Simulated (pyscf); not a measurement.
Single points on ωB97X-D3(BJ)/def2-SVP structures (PySCF, gas phase).

For the elementary gas-phase step H₂B–F + H₂C=CH₂ -> H₃C–CH₂–BH–F (singlet surface; B–H broken, B–C, C–H formed), what barrier and reaction energy does B3LYP-D3(BJ)/def2-TZVP give, measured from the separated reactants?

ΔE‡ = 4.2 kcal/mol, ΔE = -35.5 kcal/mol. CCSD(T)/def2-TZVPP + ΔMP2(QZVPP) gives 5.0 kcal/mol and -36.2 kcal/mol. Zero-point energy shifts the barrier by +2.8 kcal/mol. It is an addition across a multiple bond or ene-type step, with an imaginary mode of 560i cm⁻¹. On the reactant side the descent ends in a complex, 4.1 kcal/mol under the separated species and 5.7 kcal/mol under the saddle at ωB97X-D3(BJ)/def2-TZVP. At the saddle there is also a short B–C contact that neither side keeps. At ωB97X-D3(BJ) the barrier from the zero used here is 1.6 kcal/mol. H₃C–CH₂–BH–F lies 15.9 kcal/mol over its isomer H₃C–B(CH₃)–F, and others may lie lower still (electronic energy, ωB97M-D3(BJ)). One saddle was located; it need not be the lowest between these sides. The CCSD(T) − MP2 part came from Ansatz, without density fitting, on the same reference.
